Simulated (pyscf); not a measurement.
A first-order saddle from PySCF, ωB97X-D3(BJ)/def2-SVP:

```xyz
8

N      0.6359    -0.1777    -0.3124
B     -0.6693    -0.2273     0.2290
Cl    -0.8249     0.6548     2.2086
Cl    -2.0895     0.2777    -0.7019
H      0.8347     0.5327    -1.0070
H      1.4453    -0.4320     0.2400
H     -0.9025    -1.4374     0.7770
H     -0.9118    -0.8232     1.5344
```

Surface: singlet, charge 0. Lowest wavenumbers (cm⁻¹): 973i, 177, 259, 327, 380.

**Question.** Which two sides does it connect, and which bonds change?

**Answer.** `[NH2][B]([Cl])[Cl]` + `[H][H]` <-> `[NH2][BH][Cl]` + `[ClH]`, a four-centre exchange read from left to right: B–Cl, H–H broken and B–H, Cl–H formed. At ωB97M-D3(BJ)/def2-TZVP it lies +47.1 kcal/mol from the left side and +33.9 kcal/mol from the right (each side as separated species at their lowest minima found). One saddle was located; it need not be the lowest between these sides.
